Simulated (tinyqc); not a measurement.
UHF in the sto-3g basis, for OH+, spin multiplicity 3, step by step. One step of it, computed by the program tinyqc.

Problem. Iteration 2: building the Fock matrix. J_ij = sum D_kl (ij|kl) with D = D(alpha) + D(beta), K_ij = sum D_kl (ik|jl) for each spin; F = H + J - K(s); E = tr D H + tr D J / 2 - 0.5 sum_s tr D(s) K(s) + E_nn.

D(alpha) after iteration 1, lower triangle:
```
            1O 1s      1O 2s    1O 2px    1O 2py    1O 2pz     2H 1s
1O 1s    1.057761
1O 2s   -0.243101   1.030546
1O 2px   0.000000   0.000000  1.000000
1O 2py   0.000000   0.000000  0.000000  1.000000
1O 2pz   0.022810  -0.134863  0.000000  0.000000  0.753737
2H 1s   -0.009754   0.012998  0.000000  0.000000  0.247281  0.084396
```

D(beta) after iteration 1, lower triangle:
```
            1O 1s      1O 2s    1O 2px    1O 2py    1O 2pz     2H 1s
1O 1s    1.056871
1O 2s   -0.239606   1.023079
1O 2px   0.000000   0.000000  0.000000
1O 2py   0.000000   0.000000  0.000000  0.000000
1O 2pz   0.028889  -0.155823  0.000000  0.000000  0.713580
2H 1s   -0.014972   0.014575  0.000000  0.000000  0.274139  0.110992
```

core Hamiltonian H = T + V (hartree), lower triangle:
```
             1O 1s      1O 2s     1O 2px     1O 2py     1O 2pz      2H 1s
1O 1s   -32.121161
1O 2s    -7.470840  -8.745922
1O 2px    0.000000   0.000000  -6.918522
1O 2py    0.000000   0.000000   0.000000  -6.918522
1O 2pz   -0.013000  -0.157067   0.000000   0.000000  -7.020258
2H 1s    -1.390497  -3.024243   0.000000   0.000000  -2.196674  -4.410026
```

Two-electron integrals (ij|kl) in chemists' order, unique and non-zero (hartree):
```
(11|11) 4.785065   (21|11) 0.741380   (21|21) 0.136873   (22|11) 1.118947
(22|21) 0.256633   (22|22) 0.817206   (31|31) 0.024477   (32|31) 0.037809
(32|32) 0.180518   (33|11) 1.115814   (33|21) 0.256684   (33|22) 0.817023
(33|33) 0.880159   (41|41) 0.024477   (42|41) 0.037809   (42|42) 0.180518
(43|43) 0.047444   (44|11) 1.115814   (44|21) 0.256684   (44|22) 0.817023
(44|33) 0.785270   (44|44) 0.880159   (51|51) 0.024477   (52|51) 0.037809
(52|52) 0.180518   (53|53) 0.047444   (54|54) 0.047444   (55|11) 1.115814
(55|21) 0.256684   (55|22) 0.817023   (55|33) 0.785270   (55|44) 0.785270
(55|55) 0.880159   (61|11) 0.138689   (61|21) 0.025396   (61|22) 0.047338
(61|33) 0.047246   (61|44) 0.047246   (61|51) 0.001172   (61|52) 0.002198
(61|55) 0.047529   (61|61) 0.004774   (62|11) 0.345375   (62|21) 0.080241
(62|22) 0.283857   (62|33) 0.278970   (62|44) 0.278970   (62|51) 0.006033
(62|52) 0.046542   (62|55) 0.293358   (62|61) 0.015189   (62|62) 0.123193
(63|31) 0.008298   (63|32) 0.048663   (63|53) 0.009611   (63|63) 0.017337
(64|41) 0.008298   (64|42) 0.048663   (64|54) 0.009611   (64|64) 0.017337
(65|11) 0.252132   (65|21) 0.059323   (65|22) 0.224061   (65|33) 0.213949
(65|44) 0.213949   (65|51) 0.012199   (65|52) 0.083346   (65|55) 0.244032
(65|61) 0.011714   (65|62) 0.118131   (65|65) 0.129299   (66|11) 0.492444
(66|21) 0.116265   (66|22) 0.472382   (66|33) 0.453445   (66|44) 0.453445
(66|51) 0.011093   (66|52) 0.118760   (66|55) 0.509664   (66|61) 0.022192
(66|62) 0.260763   (66|65) 0.285373   (66|66) 0.774606
```

nuclear repulsion = 4.04724444 hartree

Give: Coulomb J; exchange K(alpha); exchange K(beta); F(alpha); F(beta); total energy of this density.

Solution.

Coulomb J (hartree), lower triangle:
```
         1O 1s  1O 2s  1O 2px  1O 2py  1O 2pz  2H 1s
1O 1s   15.941
1O 2s    2.940  6.969
1O 2px   0.000  0.000   6.932
1O 2py   0.000  0.000   0.000   6.932
1O 2pz  -0.004  0.012   0.000   0.000   7.019
2H 1s    0.546  2.378   0.000   0.000   1.871  3.948
```

exchange K(alpha) (hartree), lower triangle:
```
        1O 1s   1O 2s  1O 2px  1O 2py  1O 2pz  2H 1s
1O 1s   4.908
1O 2s   0.849   1.399
1O 2px  0.000   0.000   1.164
1O 2py  0.000   0.000   0.000   1.164
1O 2pz  0.000  -0.022   0.000   0.000   1.085
2H 1s   0.166   0.500   0.000   0.000   0.386  0.438
```

exchange K(beta) (hartree), lower triangle:
```
        1O 1s   1O 2s  1O 2px  1O 2py  1O 2pz  2H 1s
1O 1s   4.857
1O 2s   0.772   1.032
1O 2px  0.000   0.000   0.235
1O 2py  0.000   0.000   0.000   0.235
1O 2pz  0.002  -0.028   0.000   0.000   0.971
2H 1s   0.149   0.406   0.000   0.000   0.374  0.429
```

F(alpha) (hartree), lower triangle:
```
          1O 1s   1O 2s  1O 2px  1O 2py  1O 2pz   2H 1s
1O 1s   -21.089
1O 2s    -5.379  -3.176
1O 2px    0.000   0.000  -1.151
1O 2py    0.000   0.000   0.000  -1.151
1O 2pz   -0.018  -0.124   0.000   0.000  -1.086
2H 1s    -1.011  -1.147   0.000   0.000  -0.711  -0.900
```

F(beta) (hartree), lower triangle:
```
          1O 1s   1O 2s  1O 2px  1O 2py  1O 2pz   2H 1s
1O 1s   -21.037
1O 2s    -5.303  -2.809
1O 2px    0.000   0.000  -0.221
1O 2py    0.000   0.000   0.000  -0.221
1O 2pz   -0.019  -0.118   0.000   0.000  -0.971
2H 1s    -0.993  -1.053   0.000   0.000  -0.699  -0.891
```

total energy of this density = -74.03647 hartree
